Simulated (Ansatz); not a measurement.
A nudged elastic band was laid between two geometries of AlH₅SSi (8 atoms, charge 0, multiplicity 1).

These are results of RKS B3LYP/def2-SVP in Ansatz 0.2.0, not measurements.

| Property | Result |
| --- | --- |
| movable images | 9 |
| climbing image | yes |
| spring | 5.0 eV/Å² |
| optimiser | quadratic models (default) |
| start path | through a guess of the saddle point |
| force threshold | 0.03 eV/Å |
| iteration limit | 60 |
| end points | relaxed |

First end point:

```xyz
8
Properties=species:S:1:pos:R:3
Si -0.991 1.193 -0.132
Al 0.857 -0.422 -0.065
S 0.388 -2.466 0.601
H -2.278 0.600 0.344
H -1.204 1.695 -1.527
H -0.688 2.384 0.723
H 2.357 -0.103 -0.468
H 1.650 -2.939 0.467
```

Last end point:

```xyz
8
Properties=species:S:1:pos:R:3
Si -0.875 1.013 -0.106
Al 1.199 -0.308 -0.163
S 1.228 -2.432 0.409
H -2.033 0.217 0.409
H -1.230 1.503 -1.475
H -0.718 2.216 0.771
H 2.611 0.255 -0.606
H -0.090 -2.522 0.704
```

Question: What changes between the two ends?

Answer: No bond is made or broken. The dihedral Si1–Al2–S3–H8 goes from 180 to 0°.

Question: Give the energies along the band, and the barrier.

Answer: The run converged. The highest image is number 5 of 0 to 10, 7.7 kcal/mol above the ends, which have the same energy within 2 meV. A vibrational analysis at the climbing image gives one clearly imaginary mode, 352i cm⁻¹, and a faint second one (27i cm⁻¹) that may be numerical noise or a soft torsion: probably a first-order saddle point.

```csv
image,path coordinate (Å),energy (kcal/mol),dihedral Si1–Al2–S3–H8 (°)
0,0.00,0.0,180
1,0.32,0.5,-164
2,0.65,2.2,-146
3,0.97,4.6,-128
4,1.29,6.8,-109
5,1.62,7.7,-91
6,1.98,6.6,-70
7,2.34,3.8,-47
8,2.70,1.2,-23
9,3.07,0.1,-3
10,3.43,0.0,0
```

Question: What is the geometry of the highest image?

Answer: 
```xyz
8
Properties=species:S:1:pos:R:3:forces:R:3
Si -0.921 1.112 -0.163 0.00 0.00 0.00
Al 0.996 -0.435 -0.210 0.00 -0.01 0.00
S 0.716 -2.651 -0.098 0.00 0.01 0.01
H -2.211 0.437 0.177 0.00 0.00 0.00
H -1.085 1.768 -1.500 0.00 0.00 0.00
H -0.693 2.206 0.835 0.00 0.00 0.00
H 2.474 0.126 -0.353 0.00 0.00 0.00
H 0.816 -2.620 1.256 0.00 0.00 -0.01
```

The run took 5.7 min on 1 thread of Arm Neoverse V2, with other jobs on the host, peak memory 0.25 GiB.
